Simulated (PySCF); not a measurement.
# The bond of AlC, level by level

One job finds the state of AlC, follows it along the bond with each method and fits the curves.

Program: PySCF 2.14.0. Level of theory: Al aug-pcseg-1, C aug-pcseg-1, no relativity. These are calculated values, not measurements.

## (1) Set-up

A driver script around PySCF takes these settings:

| Item | Value |
| --- | --- |
| atoms | Al, C |
| charge | 0 |
| basis | Al aug-pcseg-1, C aug-pcseg-1 |
| Hamiltonian | no relativity |
| basis functions | 50 |
| electrons treated | 19 |
| masses in u | 26.9815, 12.0000 |
| levels | PBE0, PBE, r²SCAN, revPBE, TPSSh, r²SCAN0, HF, MP2, SCS-MP2, CCSD, CCSD(T) |
| grid | 80 radial by 434 angular points |
| occupations | held fixed by the projection of orbital angular momentum |
| dissociation limit | Al + C, each in its ground configuration |
| starting distance in angstrom | 1.905 |
| values of 2S to try | 1, 3 |

Command:

```bash
$ OMP_NUM_THREADS=1 python dia.py task.json out
```

After this run come: First curve: PBE0; Excited determinants; PBE (GGA); r²SCAN (meta-GGA); revPBE; TPSSh (hybrid meta-GGA); r²SCAN0; UHF (mean field); Adding correlation.

Before running it: what results should come out? Wanted: for each run, Re; ωe; De; μ.

**Answer**, as computed:

Lowest PBE0 solution found, without spin–orbit coupling: ⁴Σ⁻ (quartet), unpaired electrons σ ↑, π ↑↑. State 2 has its PBE0 minimum 0.50 eV higher, as a spin-mixed determinant (⟨S²⟩ = 1.78), so this is no gap between pure states. State 3 has its PBE0 minimum 0.61 eV higher, as a spin-mixed determinant (⟨S²⟩ = 1.77), so this is no gap between pure states. State 4 has its PBE0 minimum 1.33 eV higher, as a spin-mixed determinant (⟨S²⟩ = 1.28), so this is no gap between pure states. The other levels ran on the lowest alone.

```tsv
level	Re (Å)	ωe (cm⁻¹)	De (eV)	μ (D)
UHF	1.986	630	2.54	-1.10
UHF-MP2	1.995	620	3.20	n/a
UHF-SCS-MP2	1.993	621	2.93	n/a
UHF-CCSD	1.989	624	3.09	n/a
UHF-CCSD(T)	1.990	622	3.18	n/a
PBE	1.988	610	3.67	-1.98
revPBE	1.998	600	3.49	-1.95
r²SCAN	1.980	627	3.59	-1.70
TPSSh	1.981	624	3.46	-1.73
PBE0	1.979	626	3.47	-1.83
r²SCAN0	1.975	635	3.42	-1.63
```

De is counted to Al + C in their ground configurations. A positive dipole means Al(−)C(+).

In words: Bond lengths run from 1.975 Å (r²SCAN0) to 1.998 Å (revPBE). Among the levels with a De in the table, it runs from 2.54 eV (UHF) to 3.67 eV (PBE).

Correlated steps freeze 6 core orbitals. T1 is 0.046 near the minimum (highest on the curve 0.053), which may point to more than one leading configuration.
